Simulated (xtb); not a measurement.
**C3H9OP (trimethylphosphine oxide), run twice**

Aim: a single-point energy of C3H9OP (trimethylphosphine oxide) at GFN2-xTB.

The calculation is run with xtb 6.7.1 later snapshot.

3 further runs of the same task are left out: 1 that didn't finish, 2 set aside as unsound or not needed.

### 1 Starting point

The species is C3H9OP (14 atoms), meant as a singlet with charge 0. As SMILES, `CP(C)(C)=O`. The shape is that of a GFN2-xTB optimisation.

Bond lengths: C1–P2 1.834 Å, P2–C3 1.833 Å, P2–C4 1.834 Å, P2–O5 1.468 Å, C1–H6 1.088 Å, C1–H7 1.085 Å, C1–H8 1.088 Å, C3–H9 1.088 Å, C3–H10 1.088 Å, C3–H11 1.085 Å, C4–H12 1.085 Å, C4–H13 1.088 Å, C4–H14 1.088 Å. Some angles: C1–P2–C3 105.2°, C1–P2–C4 105.2°, C1–P2–O5 113.5°, C3–P2–C4 105.2°, C3–P2–O5 113.5°, C4–P2–O5 113.4°, P2–C1–H6 108.0°, P2–C1–H7 112.2°, P2–C1–H8 108.0°, P2–C3–H9 107.9°.

### 2 The input as first written

.CHRG

```
0
```

.UHF

```
0
```

geom.xyz

```xyz
14

C     -1.588460     0.542280     0.170240
P      0.173710     0.467020    -0.331520
C      1.111650     0.294250     1.234340
C      0.362190    -1.144630    -1.186020
O      0.599540     1.612480    -1.144910
H     -1.736350     1.457480     0.739870
H     -1.883210    -0.316820     0.764250
H     -2.192580     0.595520    -0.733120
H      0.989280     1.214640     1.801630
H      2.164560     0.179590     0.984690
H      0.775060    -0.553040     1.823160
H      0.043980    -1.977190    -0.567100
H      1.409800    -1.260260    -1.456680
H     -0.229160    -1.111330    -2.098820
```

Launch:

```sh
xtb geom.xyz --iterations 8 --gfn 2 --sp > xtb.out 2> xtb.err
```

The log of the run:

```text
* xtb version 6.7.1
   ID    Z sym.   atoms
    1    6 C      1, 3, 4
    2   15 P      2
    3    8 O      5
    4    1 H      6-14

           -------------------------------------------------
          |                Calculation Setup                |
           -------------------------------------------------

          program call               : xtb geom.xyz --iterations 8 --gfn 2 --sp
          coordinate file            : geom.xyz
          omp threads                :                     1

           -------------------------------------------------
          |                 G F N 2 - x T B                 |
           -------------------------------------------------

[... 2 lines left out ...]
        zeta-weighting                 0.500000
[... 34 lines left out ...]
          :  -> SCF convergence          0.1000000E-05 Eh   :
          :  -> wf. convergence          0.1000000E-03 e    :
[... 12 lines left out ...]
   *** convergence criteria cannot be satisfied within 8 iterations ***
[... 16 lines left out ...]
 SCC (total)                   0 d,  0 h,  0 min,  0.004 sec
 SCC setup                      ...        0 min,  0.000 sec (  1.507%)
 Dispersion                     ...        0 min,  0.000 sec (  1.241%)
 classical contributions        ...        0 min,  0.000 sec (  0.201%)
 integral evaluation            ...        0 min,  0.001 sec ( 16.423%)
 iterations                     ...        0 min,  0.002 sec ( 45.117%)
 molecular gradient             ...        0 min,  0.001 sec ( 33.368%)
 printout                       ...        0 min,  0.000 sec (  1.919%)

########################################################################
[ERROR] Program stopped due to fatal error
-3- Single point calculation terminated
-2- xtb_calculator_singlepoint: Electronic structure method terminated
-1- scf: Self consistent charge iterator did not converge
########################################################################
```

Standard error:

```text
ERROR STOP
Error termination. Backtrace:
abnormal termination of xtb
```

It took 0.025 s on 1 thread of Arm Neoverse V2, shared host.

### 3 What went wrong

The iterations ended before the threshold was met.

The telling line is `1- scf: Self consistent charge iterator did not converge`. In place of `xtb geom.xyz --iterations 8 --gfn 2 --sp > xtb.out 2> xtb.err` the sound input has `xtb start.xyz --gfn2 --sp --iterations 12 > out.txt`. These settings are changed for another try; the log doesn't prove which change is needed.

### 4 Try two

.CHRG is that of step 2.

.UHF is that of step 2.

start.xyz

```xyz
14

C     -1.588460     0.542280     0.170240
P      0.173710     0.467020    -0.331520
C      1.111650     0.294250     1.234340
C      0.362190    -1.144630    -1.186020
O      0.599540     1.612480    -1.144910
H     -1.736350     1.457480     0.739870
H     -1.883210    -0.316820     0.764250
H     -2.192580     0.595520    -0.733120
H      0.989280     1.214640     1.801630
H      2.164560     0.179590     0.984690
H      0.775060    -0.553040     1.823160
H      0.043980    -1.977190    -0.567100
H      1.409800    -1.260260    -1.456680
H     -0.229160    -1.111330    -2.098820
```

Launch:

```sh
xtb start.xyz --gfn2 --sp --iterations 12 > out.txt
```

The log of the run, cut to the lines that bear on the results:

```text
* xtb version 6.7.1
[...]
          :  # basis functions                  35          :
[...]
          :  # electrons                        32          :
[...]
          :  Hamiltonian                  GFN2-xTB          :
[...]
          :  net charge                          0          :
          :  unpaired electrons                  0          :
[...]
   *** convergence criteria satisfied after 11 iterations ***
[...]
         ::                     SUMMARY                     ::
         :::::::::::::::::::::::::::::::::::::::::::::::::::::
         :: total energy             -17.646435350564 Eh    ::
         :: gradient norm              0.000553681566 Eh/a0 ::
         :: HOMO-LUMO gap              9.039261420615 eV    ::
         ::.................................................::
         :: SCC energy               -17.863004045191 Eh    ::
         :: -> isotropic ES            0.036753359092 Eh    ::
         :: -> anisotropic ES          0.005312760703 Eh    ::
         :: -> anisotropic XC          0.008955389129 Eh    ::
         :: -> dispersion             -0.008359160469 Eh    ::
         :: repulsion energy           0.216568694627 Eh    ::
         :: add. restraining           0.000000000000 Eh    ::
         :: total charge               0.000000000000 e     ::
         :::::::::::::::::::::::::::::::::::::::::::::::::::::
[...]
        16        2.0000           -0.4104381             -11.1686 (HOMO)
        17                         -0.0782513              -2.1293 (LUMO)
[...]
molecular dipole:
                 x           y           z       tot (Debye)
 q only:       -0.433      -1.165       0.828
   full:       -0.535      -1.440       1.023       4.693
molecular quadrupole (traceless):
[...]
          | TOTAL ENERGY              -17.646435350564 Eh   |
          | GRADIENT NORM               0.000553681566 Eh/α |
          | HOMO-LUMO GAP               9.039261420615 eV   |
           -------------------------------------------------
[...]
```

Standard error:

```text
normal termination of xtb
```

Run time: 0.021 s. Hardware: 1 thread of Arm Neoverse V2, shared host.

### 5 Summary of results

At GFN2-xTB:

| quantity | value |
| --- | --- |
| total energy | -17.64644 Eh |
| dipole moment | 4.69 D |
| HOMO energy | -11.17 eV |
| LUMO energy | -2.13 eV |
| HOMO–LUMO gap | 9.04 eV |
| dispersion energy | -21.95 kJ/mol |
| mean polarisability (D4 model) | 69.6 bohr³ |

What this shows: Mulliken charges run from -0.37 on O5 to +0.08 on P2.
